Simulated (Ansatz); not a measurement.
**BH₃O₂: taking an electron away**

An exercise on one series of results from a longer session: the logs are not shown, and one member is left open.

Computed with Ansatz 0.2.0, Gaussian basis. Level: unrestricted cation, the program's frozen cores in correlated methods.

Plan: UKS PBE-D4/def2-TZVPP; UKS r2SCAN-D4/def2-TZVPP; UKS PBE0-D4/def2-TZVPP; UKS B3LYP-D4/def2-TZVPP; UKS wB97X-V/def2-TZVPP; UKS wB97M-V/def2-TZVPP; UKS B2PLYP/def2-TZVPP; UHF-CCSD(T)/def2-TZVPP; UHF-MP2/def2-QZVPP; extrapolation to the limit; then −ε(HOMO) from the neutral's earlier runs with LDA (SPW92), PBE-D4, revPBE-D4, BLYP-D4, r2SCAN-D4, B97M-V, PBE0-D4, B3LYP-D4, r2SCANh-D4, r2SCAN0-D4, HSE06-D4, BHLYP-D4, CAM-B3LYP-D4, LC-ωPBE, ωB97X-V, ωB97M-V.

### The geometry

An earlier PBE0-D4 in a triple-zeta def2 set relaxation fixed the geometry.

SMILES `OBO`, 6 atoms, charge 0, spin multiplicity 1.

Atoms are counted from 1 here; the program's logs count them from 0.

Bond lengths: O1–B2 1.356 Å, O1–H4 0.958 Å, B2–O3 1.356 Å, B2–H5 1.205 Å, O3–H6 0.958 Å. Angles: B2–O1–H4 112.7°, O1–B2–O3 116.8°, O1–B2–H5 121.6°, O3–B2–H5 121.6°, B2–O3–H6 112.7°.

The first run:

Input file in.yaml:

```yaml
crystal:
  periodic: [false, false, false]
  atoms:
    - {symbol: O, position_ang: [-1.176211, -0.524494, -0.251839]}
    - {symbol: B, position_ang: [0.049477, 0.028108, -0.072891]}
    - {symbol: O, position_ang: [0.580607, -0.053848, 1.172455]}
    - {symbol: H, position_ang: [-1.494726, -0.433523, -1.150617]}
    - {symbol: H, position_ang: [0.637775, 0.565587, -0.976143]}
    - {symbol: H, position_ang: [1.445180, 0.354069, 1.232835]}
basis:
  gaussian: {orbitals: def2-TZVPP}
total_charge: 1
magnetization: {spin_polarized: true, initial_magnetization: 1}
hamiltonian: {xc: pbe, dispersion: d4}
```

Steps of the session up to this table: Cation, UKS PBE-D4/def2-TZVPP; Cation, UKS r2SCAN-D4/def2-TZVPP; Cation, UKS PBE0-D4/def2-TZVPP; Cation, UKS B3LYP-D4/def2-TZVPP; Cation, UKS wB97X-V/def2-TZVPP; Cation, UKS wB97M-V/def2-TZVPP; Cation, UKS B2PLYP (frozen core)/def2-TZVPP; Cation, UHF-CCSD(T)/def2-TZVPP; Cation, UHF-MP2/def2-QZVPP.

One table of the session follows, with a row left open; its other results are not shown here.

For comparison, −ε(HOMO) of the neutral from earlier runs:

| functional | −ε(HOMO) (eV) |
| --- | --- |
| LDA (SPW92) | 7.63 |
| PBE-D4 | 7.52 |
| revPBE-D4 | 7.47 |
| BLYP-D4 | 7.48 |
| r2SCAN-D4 | 7.88 |
| B97M-V | 7.99 |
| PBE0-D4 | ? |
| B3LYP-D4 | 8.94 |
| r2SCANh-D4 | 8.48 |
| r2SCAN0-D4 | 9.39 |
| HSE06-D4 | 8.73 |
| BHLYP-D4 | 10.75 |
| CAM-B3LYP-D4 | 10.68 |
| LC-ωPBE | 12.02 |
| ωB97X-V | 11.68 |
| ωB97M-V | 11.55 |

**Question.** Estimate the row for PBE0-D4.

The run gave: −ε(HOMO) (eV): 9.14. In the column «−ε(HOMO) (eV)» it lies between B3LYP-D4 (8.94) and r2SCAN0-D4 (9.39).

To keep in mind: The cation may have settled in a state other than its lowest; no search over hole states beyond the program's own was made.
